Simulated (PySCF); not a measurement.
C3H9N, SMILES CN(C)C.

Geometry: PBE0-D3(BJ)/def2-SVP.

All values below come from PySCF with TDA-M06-2X/def2-SVPD.

Vertical excitations; the highest root listed may be one member of a degenerate set. Isolated molecule, no solvent. State labels are in the subgroup Cs.

```json
[
 {"state": "S1", "symmetry": "A'", "energy (eV)": "6.00", "λ (nm)": "207", "f": "0.033", "main pairs": "HOMO→LUMO 95 %"},
 {"state": "S2", "symmetry": "A'", "energy (eV)": "7.04", "λ (nm)": "176", "f": "0.003", "main pairs": "HOMO→LUMO+1 (degenerate set)"},
 {"state": "S3", "symmetry": "A\"", "energy (eV)": "7.04", "λ (nm)": "176", "f": "0.003", "main pairs": "HOMO→LUMO+2 (degenerate set)"},
 {"state": "S4", "symmetry": "A'", "energy (eV)": "7.76", "λ (nm)": "160", "f": "0.001", "main pairs": "HOMO→LUMO+6 79 %, HOMO→LUMO+3 15 %"},
 {"state": "S5", "symmetry": "A'", "energy (eV)": "8.03", "λ (nm)": "154", "f": "0.188", "main pairs": "HOMO→LUMO+3 82 %, HOMO→LUMO+6 14 %"},
 {"state": "S6", "symmetry": "A'", "energy (eV)": "8.05", "λ (nm)": "154", "f": "0.024", "main pairs": "HOMO→LUMO+4 (degenerate set)"},
 {"state": "S7", "symmetry": "A\"", "energy (eV)": "8.05", "λ (nm)": "154", "f": "0.024", "main pairs": "HOMO→LUMO+5 (degenerate set)"},
 {"state": "S8", "symmetry": "A'", "energy (eV)": "8.87", "λ (nm)": "140", "f": "0.013", "main pairs": "HOMO→LUMO+8 (degenerate set)"},
 {"state": "S9", "symmetry": "A\"", "energy (eV)": "8.87", "λ (nm)": "140", "f": "0.013", "main pairs": "HOMO→LUMO+7 (degenerate set)"},
 {"state": "S10", "symmetry": "A'", "energy (eV)": "8.92", "λ (nm)": "139", "f": "0.001", "main pairs": "HOMO→LUMO+9 98 %"},
 {"state": "T1", "symmetry": "A'", "energy (eV)": "5.97", "λ (nm)": "208", "f": "0", "main pairs": "HOMO→LUMO 90 %"},
 {"state": "T2", "symmetry": "A'", "energy (eV)": "7.06", "λ (nm)": "176", "f": "0", "main pairs": "HOMO→LUMO+1 (degenerate set)"},
 {"state": "T3", "symmetry": "A\"", "energy (eV)": "7.06", "λ (nm)": "176", "f": "0", "main pairs": "HOMO→LUMO+2 (degenerate set)"},
 {"state": "T4", "symmetry": "A'", "energy (eV)": "7.41", "λ (nm)": "167", "f": "0", "main pairs": "HOMO→LUMO+6 70 %, HOMO→LUMO+3 18 %"}
]
```
Triplets are in the Tamm–Dancoff approximation.
